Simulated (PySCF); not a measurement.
**Static response to an electric field**

Compound: 2,2,2-trifluoroethanol, C2H3F3O.
Numbering: `[OH:1][CH2:2][C:3]([F:4])([F:5])[F:6]` (hydrogens: H7 on O1; H8, H9 on C2)

Cartesian coordinates in Å at the GFN2-xTB level; atoms count from 1:
```
atom  x, y, z in Å
O1    -1.5833   -0.2638    0.1905
C2    -0.4200    0.4818    0.3528
C3     0.8178   -0.2773   -0.1341
F4     0.6851   -0.6313   -1.4256
F5     1.9215    0.4775   -0.0493
F6     1.0511   -1.3982    0.5506
H7    -1.7031   -0.4957   -0.7397
H8    -0.3067    0.6761    1.4221
H9    -0.4489    1.4368   -0.1926
```

Level: CAM-B3LYP/def2-SVPD (PySCF), static field, nuclei fixed, core orbitals frozen in the response. The polarisability tensor in these axes (au):

```
x   35.61  0.76  0.31
y    0.76 33.08  0.64
z    0.31  0.64 32.77
```

Question: Diagonalise the tensor; give its mean and Δα, where Δα² is half the sum of the squared differences of the eigenvalues.

Answer: Principal values 32.25, 33.32 and 35.90 au; mean 33.82 au = 5.01 Å³ = 5.58 × 10⁻⁴⁰ C²·m²/J; Δα = 3.25 au (10 % of the mean).

Question: What is the dipole moment, and where does it point?

Answer: (-0.89, 1.41, -0.48) D, 1.73 D in size, pointing from the negative to the positive side. Measured along this direction, the outermost atoms are F6 at the negative end and H9 at the positive end.

Question: Give the eigenvalues of the traceless quadrupole moment Θ = ½Σq(3rr − r²1), origin at the centre of nuclear charge.

Answer: -6.72, 1.53, 5.19 D·Å. The values depend on the origin, since the dipole doesn't vanish. The electronic extent ⟨r²⟩ about the same centre is 493 bohr², a root-mean-square distance of 1.66 Å for the 50 electrons.

Question: What molar refraction does this α imply?

Answer: Lorentz–Lorenz: R = (4π/3)N_A α = 2.5225 cm³/(mol·Å³) × 5.01 Å³ = 12.6 cm³/mol, in the limit of long wavelengths.

Question: Find the Langevin capture rate constant for O2+ (31.990 u) meeting this molecule (100.014 u), k = 2.342 × 10⁻⁹ cm³/s × √(α in Å³ / reduced mass in u).

Answer: The reduced mass is 24.24 u, so k = 1.06 × 10⁻⁹ cm³/s. The formula leaves out the permanent dipole, which adds to the capture rate.

Question: Form Σ f/ω² (atomic units) for the 8 lowest TDDFT singlets, given as eV and f, and set it beside the mean polarisability, which is this sum over all singlets: 7.70, 0.0063; 9.08, 0.0276; 9.28, 0.0093; 9.57, 0.0202; 9.86, 0.0283; 10.43, 0.0343; 10.48, 0.0090; 10.57, 0.0251.

Answer: They add up to 1.25 au, 3.7 % of the 33.82 au; the largest single term is 0.25 au, from the state at 9.08 eV. Terms in order: 0.08, 0.25, 0.08, 0.16, 0.22, 0.23, 0.06, 0.17 au. Higher excitations give the rest. The strengths listed sum to 0.160.

Question: What would n − 1 = 2πNα be for an ideal gas of these molecules at 350 K and 1 atm, electronic part alone?

Answer: N = p/kT = 2.0968 × 10¹⁹ cm⁻³, so n − 1 = 2π × N × 5.01 × 10⁻²⁴ cm³ = 660 × 10⁻⁶ at long wavelengths.

The structure is a single GFN2-xTB conformer in the gas phase; no vibrational or solvent corrections.

The run behind these numbers computed excited states as well. The run took 20 s on Arm Neoverse V1, one thread, shared host.
